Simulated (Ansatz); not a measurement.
**AlNH₃ (quartet): from Hartree-Fock to the top rungs at distance Al1–H4 along a hydrogen transfer = 2.242 Å, cc-pVDZ**

The task here is to estimate one member of a computed series from the others.

Program: Ansatz 0.2.0, Gaussian basis. Level of theory: cc-pVDZ, core rule «outside noble gas», up to 6 orbitals frozen. These are calculated values, not measurements.

To be run: UHF; CCSD(T) on ROHF; CCSD(T) on UHF; BCCD(T) on ROHF; CISD; CCSDT(Q) on ROHF; CCSDT(Q) on UHF; CASSCF and MRCISD+Q, 5 electrons in 5 orbitals; CASSCF and NEVPT2, 5 electrons in 5 orbitals.

13 further runs of the same task are left out: 9 for a known fault of the program, 4 that didn't finish.

**The geometry**

The geometry derives from fragments relaxed apart (PBE0/def2-TZVP) and kept rigid, so it is no stationary point. A hydrogen atom is moved between rigid fragments.

5 atoms, charge 0, spin multiplicity 4.

Atoms are counted from 1 here; the program's logs count them from 0.

Bond lengths: Al1–H2 1.586 Å, Al1–H3 1.586 Å, H4–N5 1.149 Å. Angles: H2–Al1–H3 120.0°.

Set-up of the first run:

The input, in.yaml:

```yaml
crystal:
  periodic: [false, false, false]
  atoms:
    - {symbol: Al, position_ang: [-1.094202, 0.000000, 0.000000]}
    - {symbol: H, position_ang: [-1.887126, 1.373384, 0.000000]}
    - {symbol: H, position_ang: [-1.887126, -1.373384, 0.000000]}
    - {symbol: H, position_ang: [1.147798, 0.000000, 0.000000]}
    - {symbol: N, position_ang: [2.296798, 0.000000, 0.000000]}
basis:
  gaussian: {orbitals: cc-pVDZ}
magnetization: {spin_polarized: true, initial_magnetization: 3}
hamiltonian: {xc: hf}
output: {orbitals: {seedname: orbitals}}
```

Started as:

```sh
$ ansatz run in.yaml --threads 1 --pin off --events-out ev --progress --plain --max-ram 2393MiB
```

Steps of the session up to this table: UHF; CCSD(T) on ROHF; CCSD(T) on UHF; BCCD(T) on ROHF; CISD; CCSDT(Q) on ROHF; CCSDT(Q) on UHF; CASSCF and MRCISD+Q, 5 electrons in 5 orbitals; CASSCF and NEVPT2, 5 electrons in 5 orbitals.

One table of the session follows, with a row left open; its other results are not shown here.

It belongs to the step «Misses and costs». 

| method | from UCCSDT(Q) (meV) |
| --- | --- |
| ROHF | ? |
| UHF | +5709.9 |
| RMP2 | +1217.7 |
| UMP2 | +1218.2 |
| CISD | +508.7 |
| RCCSD | +125.0 |
| UCCSD | +119.5 |
| RCCSD(T) | +30.5 |
| UCCSD(T) | +28.9 |
| BCCD(T) | +30.3 |
| RCCSDT | +6.7 |
| UCCSDT | +5.0 |
| RCCSDT(Q) | +1.6 |
| UCCSDT(Q) | 0 |
| CASSCF pair | +5239.0 |
| NEVPT2 pair | +1121.4 |
| MRCISD pair | +418.5 |
| MRCISD+Q pair | +20.8 |

Q: Estimate the row for ROHF from the others.

As computed: from UCCSDT(Q) (meV): +6015.2. In the column «from UCCSDT(Q) (meV)» it is the highest.

Limits of these values: Restricted and unrestricted rows rest on different reference determinants; where their highest levels disagree by more than a few hundredths of an eV, they describe different states and don't form one ladder.
